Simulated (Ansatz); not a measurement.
# How far each method lies from UCCSDT(Q) for PH⁻, quartet

Geometry: that of the PH, triplet, kept fixed. The doublet lies 1.6 eV lower here.

| atom | x (Å) | y (Å) | z (Å) |
| --- | --- | --- | --- |
| P | 0.0000 | 0.0000 | 0.0000 |
| H | 0.0000 | 0.0000 | 1.4282 |

Basis aug-cc-pVDZ; Ansatz 0.2.0. Only valence electrons are correlated (noble-gas cores frozen), which leaves 7 electrons in 31 orbitals. Prefix R: restricted or restricted open-shell reference; prefix U: unrestricted. Active spaces: valence = (7e, 5o) chosen from the atoms' valence shells. This anion state lies near or above the neutral species, so the extra electron is weakly bound or unbound and the energies hang on the diffuse functions.

Full CI isn't at hand for all of this; UCCSDT(Q) serves as the reference, and is uncertain by about the last step of the cluster series. The frozen core follows each run's orbitals, which can shift R against U totals by a few meV.

For open shells CISD is restricted-active-space CI with the open shells as a complete middle space.

The UHF ⟨S²⟩ is 3.773, the T1 diagnostic (RCCSD) is 0.0334 and the largest doubles amplitude (RCCSD) is 0.064. The T1 diagnostic (UCCSD) is 0.0316.

| level | E − E(UCCSDT(Q)) (mEh) | share of correlation (%) | wall time |
| --- | --- | --- | --- |
| RHF | 127.64 | 0.00 | – |
| UHF | 121.17 | 5.06 | – |
| RMP2 | 27.54 | 78.43 | – |
| UMP2 | 28.71 | 77.51 | – |
| CISD | 8.67 | 93.20 | 0.84 s |
| RCCSD | 4.37 | 96.58 | – |
| UCCSD | 4.21 | 96.70 | – |
| RCCSD(T) | 0.94 | 99.26 | 0.75 s |
| UCCSD(T) | 0.92 | 99.28 | 0.51 s |
| BCCD(T) | 0.92 | 99.28 | 0.75 s |
| RCCSDT | 0.17 | 99.87 | – |
| UCCSDT | 0.15 | 99.88 | – |
| RCCSDT(Q) | 0.01 | 99.99 | 2.3 s |
| CASSCF (valence space) | 127.64 | 0.00 | – |
| NEVPT2 (valence space) | 37.80 | 70.39 | 0.33 s |
| MRCISD (valence space) | 9.54 | 92.53 | – |
| MRCISD+Q (valence space) | -0.18 | 100.14 | 0.45 s |

The correlation energy at UCCSDT(Q), counted from RHF, is -3.473 eV. That run took 1.9 s on 1 thread of AMD EPYC 9R45, shared host.

Times hold each run's SCF and search for its determinant on a shared host, so for small cases they say little of a method's own cost; they ran on 1 thread of AMD EPYC 9R45.

Natural occupations of CASSCF (valence space) about the gap: 2.000 2.000 1.000 1.000 1.000; effectively unpaired electrons, Σ n²(2−n)², 3.00.
